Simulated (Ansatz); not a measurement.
Si(OMe)H3 (CH₆OSi). The state is a singlet with charge 0. Geometry PBE0-D4/def2-TZVP.

```xyz
9

Si   -0.868    0.696   -0.703
O    -0.377   -0.702    0.005
C     0.833   -0.803    0.717
H     1.695   -0.572    0.080
H     0.935   -1.828    1.076
H     0.848   -0.129    1.582
H    -1.018    1.780    0.309
H    -2.170    0.407   -1.345
H     0.122    1.152   -1.720
```

B3LYP takes the VWN-RPA correlation.

(1) Estimate the orbital energies around the gap (eV) in Ansatz with HF/6-31G, PBE-D4/def2-SVP, r2SCAN-D4/def2-TZVP, B3LYP-D4/def2-TZVP, r2SCAN0-D4/def2-TZVP.

## Answers

(1) 
```json
{"orbital": "HOMO−5", "HF/6-31G": "-17.06", "PBE-D4/def2-SVP": "-11.00", "r2SCAN-D4/def2-TZVP": "-11.53", "B3LYP-D4/def2-TZVP": "-12.51", "r2SCAN0-D4/def2-TZVP": "-13.11"}
{"orbital": "HOMO−4", "HF/6-31G": "-16.51", "PBE-D4/def2-SVP": "-10.98", "r2SCAN-D4/def2-TZVP": "-11.47", "B3LYP-D4/def2-TZVP": "-12.36", "r2SCAN0-D4/def2-TZVP": "-12.93"}
{"orbital": "HOMO−3", "HF/6-31G": "-13.75", "PBE-D4/def2-SVP": "-8.47", "r2SCAN-D4/def2-TZVP": "-8.87", "B3LYP-D4/def2-TZVP": "-9.74", "r2SCAN0-D4/def2-TZVP": "-10.19"}
{"orbital": "HOMO−2", "HF/6-31G": "-13.46", "PBE-D4/def2-SVP": "-8.38", "r2SCAN-D4/def2-TZVP": "-8.79", "B3LYP-D4/def2-TZVP": "-9.65", "r2SCAN0-D4/def2-TZVP": "-10.09"}
{"orbital": "HOMO−1", "HF/6-31G": "-12.30", "PBE-D4/def2-SVP": "-7.15", "r2SCAN-D4/def2-TZVP": "-7.70", "B3LYP-D4/def2-TZVP": "-8.65", "r2SCAN0-D4/def2-TZVP": "-9.12"}
{"orbital": "HOMO", "HF/6-31G": "-11.73", "PBE-D4/def2-SVP": "-6.47", "r2SCAN-D4/def2-TZVP": "-7.00", "B3LYP-D4/def2-TZVP": "-7.96", "r2SCAN0-D4/def2-TZVP": "-8.42"}
{"orbital": "LUMO", "HF/6-31G": "3.76", "PBE-D4/def2-SVP": "-0.07", "r2SCAN-D4/def2-TZVP": "-0.11", "B3LYP-D4/def2-TZVP": "0.07", "r2SCAN0-D4/def2-TZVP": "0.59"}
{"orbital": "LUMO+1", "HF/6-31G": "5.50", "PBE-D4/def2-SVP": "1.23", "r2SCAN-D4/def2-TZVP": "1.25", "B3LYP-D4/def2-TZVP": "1.24", "r2SCAN0-D4/def2-TZVP": "1.92"}
{"orbital": "LUMO+2", "HF/6-31G": "5.65", "PBE-D4/def2-SVP": "1.61", "r2SCAN-D4/def2-TZVP": "1.55", "B3LYP-D4/def2-TZVP": "1.61", "r2SCAN0-D4/def2-TZVP": "2.23"}
{"orbital": "LUMO+3", "HF/6-31G": "7.05", "PBE-D4/def2-SVP": "1.78", "r2SCAN-D4/def2-TZVP": "1.72", "B3LYP-D4/def2-TZVP": "1.68", "r2SCAN0-D4/def2-TZVP": "2.34"}
{"orbital": "LUMO+4", "HF/6-31G": "7.67", "PBE-D4/def2-SVP": "2.16", "r2SCAN-D4/def2-TZVP": "2.34", "B3LYP-D4/def2-TZVP": "2.12", "r2SCAN0-D4/def2-TZVP": "2.97"}
{"orbital": "LUMO+5", "HF/6-31G": "8.31", "PBE-D4/def2-SVP": "2.93", "r2SCAN-D4/def2-TZVP": "3.08", "B3LYP-D4/def2-TZVP": "2.86", "r2SCAN0-D4/def2-TZVP": "3.80"}
```
